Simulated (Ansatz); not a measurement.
Input file:

```yaml
crystal:
  periodic: [false, false, false]
  atoms:
    - {symbol: Si, position_ang: [-0.040922, 0.107279, 1.710682]}
    - {symbol: As, position_ang: [0.040419, -0.023299, -0.637041]}
    - {symbol: H, position_ang: [0.075501, -1.372213, 1.719570]}
    - {symbol: H, position_ang: [-1.052240, -1.083710, -0.958564]}
    - {symbol: H, position_ang: [-0.887423, 1.198538, -1.075732]}
basis:
  gaussian: {orbitals: cc-pVDZ}
magnetization: {spin_polarized: false}
correlation: {method: mp2, electrons: outside_noble_gas}
```

```sh
$ ansatz run in.yaml --threads 1 --pin off --events-out ev --progress --plain --max-ram 2393MiB
```

Output:

```
644 factors; integrals over basis functions are off by at most 1.3e-3 eV
mean field evaluation 1: about -68702.2475 eV, gradient 9.7e0 eV
mean field evaluation 2: about -68702.2669 eV, gradient 9.7e0 eV
mean field evaluation 4: about -68702.9116 eV, gradient 1.1e0 eV
mean field evaluation 8: about -68702.9224 eV, gradient 5.9e-4 eV
mean field -68702.92240413 eV, -2524.7858298384 hartree, gradient 1.8e-6 eV, S^2 0.000000; 0 other end points of the search recorded, 0 dependent functions left out; unrestricted orbitals would lower it
19 core orbitals not correlated: weight in the atoms' cores, before any rotation towards them, 1.000 or more for the frozen orbitals, at most 0.000 for the correlated occupied ones
reference -68702.92240413 eV, -2524.7858298384 hartree; 6, 6 occupied and 35, 35 virtual orbitals, 644 factors
second order -5.35380104 eV of doubles, -0.00000000 eV of singles
Total energy: -68708.27620517 eV, -2524.9825783978 hartree
```

Ran on 1 thread of Arm Neoverse V2, shared host: 0.75 s wall, 0.11 GiB peak host memory.
